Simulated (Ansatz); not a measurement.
# Worked example: C3H5F + CHF3S → C3H6S + CF4

Gas-phase species: C3H5F (allyl fluoride) `C=CCF`, singlet; CHF3S (trifluoromethanethiol) `FC(F)(F)S`, singlet; C3H6S `C=CCS`, singlet; CF4 (tetrafluoromethane) `FC(F)(F)F`, singlet. The partners trade F for SH; both sit on C, so the bond types are kept.

Shapes, held fixed at every level: PBE0-D4/def2-TZVP. Flexible molecules stand in one conformer, not always the lowest. Programs: Ansatz 0.2.0. Electronic energies: no zero-point or thermal term.

At CCSD(T)/CBS estimate; 1 Eh = 2625.50 kJ/mol:

| species | energy (Eh) |
| --- | --- |
| C3H5F | -216.924395 |
| CHF3S | -735.794238 |
| C3H6S | -515.515641 |
| CF4 | -437.227218 |

Task: Work out ΔE of the reaction at this level.

Result: 
1. Products less reactants: (-515.515641) + (-437.227218) − [(-216.924395) + (-735.794238)] = -0.024226 Eh = -63.6 kJ/mol.

Other levels give -69.1 (CCSD/def2-TZVPP) to -55.9 kJ/mol (B3LYP-D4/def2-TZVPP). No measured value is set beside it here. The CBS estimate extrapolates MP2 from def2-TZVPP and def2-QZVPP and adds CCSD(T) − MP2 in the triple-zeta set, cores frozen.
